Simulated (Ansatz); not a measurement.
Geometry optimisation, Ansatz, RKS B3LYP/def2-SVP.

Input:

```yaml
crystal:
  periodic: [false, false, false]
  atoms:
    - { symbol: B, position_ang: [0.0, 0.0, 0.0] }
    - { symbol: H, position_ang: [0.0, 0.0, 1.19] }
    - { symbol: Cl, position_ang: [1.6108, 0.0, -0.93] }
    - { symbol: Cl, position_ang: [-1.6108, 0.0, -0.93] }
basis:
  gaussian: { orbitals: def2-SVP }
hamiltonian:
  xc: b3lyp
relax:
  f_tol: 0.02
  max_steps: 40
output:
  orbitals: {}
```

Launched with:

```bash
$ ansatz run input.yaml --threads 1 --pin off --max-ram 2048MiB --backend cpu --events-out ev --progress --plain --runs-dir out
```

Q: Where does it end, and by what steps?

A: The run converged. After 4 steps the energy has fallen by 0.278 eV; Cl3 moved furthest, 0.10 Å.

```
step  energy less start (eV)  largest force component (eV/Å)  accepted
   0                  0.0000                           2.263       yes
   1                 -0.2204                           1.289       yes
   2                 -0.2562                           1.039       yes
   3                 -0.2778                           0.063       yes
   4                 -0.2781                           0.004       yes
```

```xyz
4
Properties=species:S:1:pos:R:3
B 0.000 0.000 -0.036
H 0.000 0.000 1.162
Cl 1.520 0.000 -0.898
Cl -1.520 0.000 -0.898
```

Whether the end is a true minimum wasn't checked by a vibrational analysis.

The run took 8.1 s on 1 thread of Arm Neoverse V2, on a shared host, peak memory 0.1 GiB.
